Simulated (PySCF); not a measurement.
C₃H₃P₂ (charge -1).
InChI=1S/C3H3P2/c1-2-5-3-4-1/h1-3H/q-1

Computed with PBE0-D3(BJ)/def2-SVP geometry optimisation, gas phase (PySCF 2.14.0).

Take the most abundant isotopes and a rigid rotor. 

**Question.** What are A, B and C (MHz)?

**Answer.** Ia = 76.53, Ib = 153.35, Ic = 229.89 u·Å²; 505379 MHz·u·Å²/I gives A = 6603, B = 3296, C = 2198 MHz.

**Question.** What kind of rotor is it?

**Answer.** An asymmetric top. Ray's parameter κ = (2B − A − C)/(A − C) = -0.502; −1 is the prolate and +1 the oblate limit.

**Question.** Is it planar, by Δ = Ic − Ia − Ib?

**Answer.** Planar: Δ = Ic − Ia − Ib = 0.00 u·Å². For a rigid frame Δ = −2 Σ m c², so it vanishes when all atoms lie in the ab plane; here none is more than 0.01 Å from it.

**Question.** Give the coordinates in the principal-axis frame, origin at the centre of mass.

**Answer.** The sense of each axis is arbitrary; atoms in the order of the calculation.
```tsv
atom	mass (u)	a (Å)	b (Å)	c (Å)
C1	12.000	0.695	-1.273	0.000
C2	12.000	-0.695	-1.272	0.000
P3	30.974	-1.495	0.296	0.000
C4	12.000	0.000	1.195	0.001
P5	30.974	1.495	0.296	0.000
H6	1.008	1.272	-2.207	0.000
H7	1.008	-1.272	-2.207	0.000
H8	1.008	0.000	2.292	0.000
```

**Question.** Where do the levels up to J = 4 lie, in MHz?

**Answer.** Above 0(0,0):
J = 1: 1(0,1) 5494, 1(1,1) 8802, 1(1,0) 9899
J = 2: 2(0,2) 16251, 2(1,2) 18693, 2(1,1) 21984, 2(2,1) 31908, 2(2,0) 32138
J = 3: 3(0,3) 31871, 3(1,3) 33397, 3(1,2) 39949, 3(2,2) 48390, 3(2,1) 49483, 3(3,1) 67804, 3(3,0) 67835
J = 4: 4(0,4) 51973, 4(1,4) 52796, 4(1,3) 63555, 4(2,3) 70184, 4(2,2) 73147, 4(3,2) 90162, 4(3,1) 90374, 4(4,1) 116825, 4(4,0) 116828
Those of J = 1 are B + C, A + C and A + B.

**Question.** Which types of transition are allowed, and where do some lines up to J = 4 fall?

**Answer.** The dipole components (about the centre of mass, as the species is charged) are |μa| = 0.00 D, |μb| = 0.60 D, |μc| = 0.00 D; the symmetry axis of this C2v structure is b, so μa and μc vanish by symmetry and there are no a-type or c-type lines. Some lines, for components of 0.1 D or more:

```csv
type,branch,"J(Ka,Kc)",MHz,lower level (cm⁻¹)
b,R,"4(2,2) ← 3(3,1)",5343,2.262
b,Q,"3(1,2) ← 3(0,3)",8078,1.063
b,Q,"4(2,2) ← 4(1,3)",9592,2.120
b,Q,"4(1,3) ← 4(0,4)",11582,1.734
b,R,"3(0,3) ← 2(1,2)",13178,0.624
b,R,"2(1,2) ← 1(0,1)",13199,0.183
b,Q,"2(2,1) ← 2(1,2)",13215,0.624
b,R,"4(1,3) ← 3(2,2)",15165,1.614
b,Q,"4(2,3) ← 4(1,4)",17388,1.761
b,Q,"3(3,0) ← 3(2,1)",18352,1.651
b,R,"4(0,4) ← 3(1,3)",18576,1.114
b,Q,"3(3,1) ← 3(2,2)",19414,1.614
b,R,"2(2,1) ← 1(1,0)",22009,0.330
b,Q,"4(4,0) ← 4(3,1)",26454,3.015
b,Q,"4(4,1) ← 4(3,2)",26662,3.007
b,R,"3(3,1) ← 2(2,0)",35665,1.072
b,R,"4(4,0) ← 3(3,1)",49024,2.262
```

**Question.** Estimate the classical rotational partition function at 10 K, 100 K and 298.15 K.

**Answer.** Point group C2v, symmetry number σ = 2; q = (√π/σ)·√((kT/h)³/(ABC)), k/h = 20836.6 MHz/K: 385 at 10 K, 12200 at 100 K, 62700 at 298.15 K.

No PBE0-D3(BJ)/def2-SVP frequencies stand behind this structure, so it isn't proved a minimum. The geometry's basis has no diffuse functions, a weakness for an anion. These are rigid-rotor constants of the computed structure; measured ground-state constants (B0) also hold zero-point vibration.

The run took 10 s on Arm Neoverse V2, one thread, shared host with 96 logical CPUs at a one-minute load of 58, and the process peaked at 0.50 GiB of memory. These figures are those of the optimisation.
